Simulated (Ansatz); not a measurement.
Reaction (ligand exchange at a B–C bond): `BC` + NH₃ → `BN` + CH₄

Gas-phase electronic energies from Ansatz, PBE0-D4/def2-TZVP geometries. CCSD(T)/CBS is extrapolated from def2-TZVPP and def2-QZVPP, frozen cores. DFT in def2-TZVPP.

| level | ΔE (kcal/mol) | difference from CCSD(T)/CBS |
| --- | --- | --- |
| BLYP-D4 | -36.8 | -1.8 |
| B97M-V | -35.0 | 0.0 |
| ωB97X-V | -35.1 | -0.1 |
| r2SCAN | -36.0 | -1.0 |
| CCSD/def2-SVP | -39.5 | -4.5 |
| CCSD(T)/def2-SVP | -40.0 | -5.0 |
| SCS-MP2/def2-TZVPP | -35.7 | -0.7 |
| CCSD/def2-TZVPP | -35.2 | -0.2 |
| MP2/CBS(def2) | -35.3 | -0.3 |
| CCSD(T)/cc-pV(T+d)Z | -36.3 | -1.3 |
| CCSD(T)/CBS | -35.0 | 0 |

Task: What do rigid-rotor, harmonic-oscillator terms from PBE0-D4/def2-TZVP frequencies (298.15 K, 1 bar) make of the CCSD(T)/CBS value? (Estimate.)

Result: Computed: ΔZPE = +1.7 kcal/mol, ΔH = -33.7 kcal/mol, ΔS = -26 J/(mol·K), ΔG = -31.9 kcal/mol.

Largest T1 diagnostic among the species: 0.012.

From BLYP to BHLYP (50 % exact exchange), in def2-TZVPP and without D4, ΔE moves by +0.8 kcal/mol. Leaving LDA and LC-ωPBE aside and taking each functional with its dispersion term where it has one, the values spread over 1.9 kcal/mol, from BLYP-D4 to B97M-V. LDA lies −1.9 kcal/mol from PBE without D4.
